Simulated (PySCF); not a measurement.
Compound: sulfuryl chloride, Cl2O2S.
Cartesian coordinates in Å at the PBE0-D3(BJ)/def2-SVP level; atoms count from 1:
```xyz
5
Cl2O2S angstrom
O     -0.0521   -1.0754   -1.3868
S     -0.0569   -0.3600   -0.1409
O     -0.0928   -1.0022    1.1436
Cl     1.5361    0.9366   -0.1519
Cl    -1.5893    1.0050   -0.2014
```

Computed, not measured: PBE0-D3(BJ)/def2-SVP geometry optimisation, gas phase in PySCF 2.14.0.

Masses are those of the commonest isotopes; rigid-rotor values at the optimised geometry. 

What are A, B and C (GHz)?

Ia = 151.96, Ib = 222.18, Ic = 271.61 u·Å²; 505379 MHz·u·Å²/I gives 3326, 2275 and 1861 MHz, that is A = 3.3257, B = 2.2746, C = 1.8607 GHz.

What kind of rotor is it?

An asymmetric top; Ray's κ = -0.435.

Is it planar, by Δ = Ic − Ia − Ib?

Not planar: Δ = Ic − Ia − Ib = -102.53 u·Å². For a rigid frame Δ = −2 Σ m c², so Σ m c² = 51.26 u·Å² lies off the ab plane. The atom farthest from that plane is 1.27 Å away.

Give the other two planar moments, Paa and Pbb, and the rms extents of the mass along the axes.

Paa = Σ m a² = (Ib + Ic − Ia)/2 = 170.92 and Pbb = Σ m b² = (Ia + Ic − Ib)/2 = 100.70 u·Å². With the mass M = 133.90 u, the rms extents √(P/M) along a, b and c are 1.13, 0.87, 0.62 Å.

Which types of transition are allowed, and where do some lines up to J = 5 fall?

The dipole components are |μa| = 0.00 D, |μb| = 1.48 D, |μc| = 0.00 D; the symmetry axis of this C2v structure is b, so μa and μc vanish by symmetry and there are no a-type or c-type lines. Some lines, for components of 0.1 D or more:

```csv
type,branch,"J(Ka,Kc)",MHz,lower level (cm⁻¹)
b,Q,"1(1,0) ← 1(0,1)",1465,0.138
b,Q,"2(1,1) ← 2(0,2)",1979,0.410
b,Q,"3(2,1) ← 3(1,2)",3072,0.909
b,Q,"2(2,0) ← 2(1,1)",3253,0.476
b,Q,"4(1,3) ← 4(0,4)",4244,1.338
b,Q,"3(3,1) ← 3(2,2)",6347,0.995
b,Q,"4(3,2) ← 4(2,3)",6588,1.545
b,Q,"5(3,3) ← 5(2,4)",7022,2.227
b,Q,"4(4,0) ← 4(3,1)",8563,1.768
b,R,"2(1,2) ← 1(0,1)",8908,0.138
b,R,"4(2,2) ← 3(3,1)",11354,1.207
b,R,"3(1,3) ← 2(0,2)",12466,0.410
b,R,"4(0,4) ← 3(1,3)",15341,0.826
b,R,"3(2,2) ← 2(1,1)",15559,0.476
b,R,"4(2,3) ← 3(1,2)",19067,0.909
b,R,"5(1,5) ← 4(0,4)",19542,1.338
b,R,"4(3,2) ← 3(2,1)",22582,1.011
b,R,"4(3,1) ← 3(2,2)",23156,0.995
b,R,"4(4,1) ← 3(3,0)",25354,1.208
b,R,"5(5,1) ← 4(4,0)",32014,2.054
b,R,"5(5,0) ← 4(4,1)",32016,2.053
```

Estimate the classical rotational partition function at 10 K, 25 K and 298.15 K.

Point group C2v, symmetry number σ = 2; q = (√π/σ)·√((kT/h)³/(ABC)), k/h = 20836.6 MHz/K: 710 at 10 K, 2810 at 25 K, 116000 at 298.15 K.

PBE0-D3(BJ)/def2-SVP frequencies: not computed here. Constants of a rigid frame at the computed geometry: no zero-point averaging, no centrifugal distortion. Quadrupole hyperfine structure (35Cl) is left out.

The run took 5.9 s wall on an Arm Neoverse V2 with one thread, shared host with 192 logical CPUs at a one-minute load of 28, and the process peaked at 0.40 GiB of memory. These figures are those of the optimisation.
